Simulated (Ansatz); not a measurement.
Process, species as SMILES: S (H2S) → H2S+ (doublet, bonded as S) + e-
B3LYP-D3(BJ)/def2-TZVP geometries, fixed; electronic energies without zero-point terms.

Effect of a fitting basis named in the input at PBE/aug-cc-pV(T+d)Z with Ansatz (an electronic-structure program), against the last row, where the adiabatic ionisation energy is 10.37 eV. Open shells are unrestricted. The default fits or decomposes integrals by the program's own choice; accuracy: high also tightens integrals, grids and stops.

```json
[
 {"setting": "fitting: def2-SV(P)-JKFIT", "largest shift of a total energy (mEh)": "-0.035", "shift of the adiabatic ionisation energy (eV)": "0.000"},
 {"setting": "fitting: def2-universal-JKFIT", "largest shift of a total energy (mEh)": "-0.035", "shift of the adiabatic ionisation energy (eV)": "0.000"},
 {"setting": "fitting: cc-pVTZ-JKFIT", "largest shift of a total energy (mEh)": "-0.026", "shift of the adiabatic ionisation energy (eV)": "0.000"},
 {"setting": "fitting: cc-pVQZ-JKFIT", "largest shift of a total energy (mEh)": "-0.011", "shift of the adiabatic ionisation energy (eV)": "0.000"},
 {"setting": "fitting: cc-pV5Z-JKFIT", "largest shift of a total energy (mEh)": "-0.011", "shift of the adiabatic ionisation energy (eV)": "0.000"},
 {"setting": "fitting: def2-universal-JFIT", "largest shift of a total energy (mEh)": "-0.236", "shift of the adiabatic ionisation energy (eV)": "-0.002"},
 {"setting": "accuracy: high", "largest shift of a total energy (mEh)": "0.000", "shift of the adiabatic ionisation energy (eV)": "0.000"},
 {"setting": "accuracy: medium (default)", "largest shift of a total energy (mEh)": "0.000", "shift of the adiabatic ionisation energy (eV)": "0.000"}
]
```

Within 0.002 eV in the adiabatic ionisation energy: fitting: def2-SV(P)-JKFIT; fitting: def2-universal-JKFIT; fitting: cc-pVTZ-JKFIT; fitting: cc-pVQZ-JKFIT; fitting: cc-pV5Z-JKFIT; accuracy: high. The largest shift is 0.236 mEh in a total energy and 0.002 eV in the difference.
